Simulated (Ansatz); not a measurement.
Geometry optimisation, RKS B3LYP-D4/6-31G* (Ansatz).

The input (input.yaml):

```yaml
crystal:
  periodic: [false, false, false]
  atoms:
    - { symbol: B, position_ang: [0.0, 0.0, 0.0] }
    - { symbol: H, position_ang: [0.7533, 0.0, 1.1682] }
    - { symbol: F, position_ang: [1.5135, 0.0, 0.1406] }
    - { symbol: F, position_ang: [-1.1431, 0.0, -0.66] }
basis:
  gaussian: { orbitals: "6-31G*" }
hamiltonian:
  xc: b3lyp
  dispersion: d4
relax:
  f_tol: 0.15
  max_steps: 25
  restrain:
    - { distance: [1, 2], at: 0.92, k: 30.0 }
    - { distance: [0, 1], at: 2.39, k: 30.0 }
    - { distance: [0, 2], at: 2.52, k: 30.0 }
```

Run as:

```bash
$ ansatz run input.yaml --threads 1 --pin off --max-ram 2048MiB --backend cpu --events-out ev --progress --plain --runs-dir out
```

Where does it end, and by what steps?

The run converged. The restraints hold the end off the free minimum; the threshold counts their pulls, which the force column leaves out. Restrained pairs: H2–F3 (1.28 → 0.93 Å), B1–H2 (1.39 → 2.39 Å), B1–F3 (1.52 → 2.53 Å). After 8 steps the energy has fallen by 1.144 eV (the restraints' own energy left out); B1 moved furthest, 0.88 Å.

| step | energy less start (eV) | largest force component (eV/Å) | accepted |
| --- | --- | --- | --- |
| 0 | 0.0000 | 6.550 | yes |
| 1 | 1.1509 | 5.625 | yes |
| 2 | 1.5156 | 11.844 | yes |
| 3 | -0.5480 | 2.639 | yes |
| 4 | -0.9146 | 1.935 | yes |
| 5 | -1.0500 | 2.626 | yes |
| 6 | -1.1272 | 0.851 | yes |
| 7 | -1.1438 | 0.564 | yes |
| 8 | -1.1445 | 0.358 | yes |

```xyz
4
Properties=species:S:1:pos:R:3
B -0.854 0.001 0.212
H 1.327 -0.001 1.177
F 1.669 0.001 0.310
F -1.018 -0.001 -1.050
```

Time of the run: 6.1 s on 1 thread of AMD EPYC 7R43 64-Core Processor (Zen 3), with other jobs on the host, peak memory 0.11 GiB.
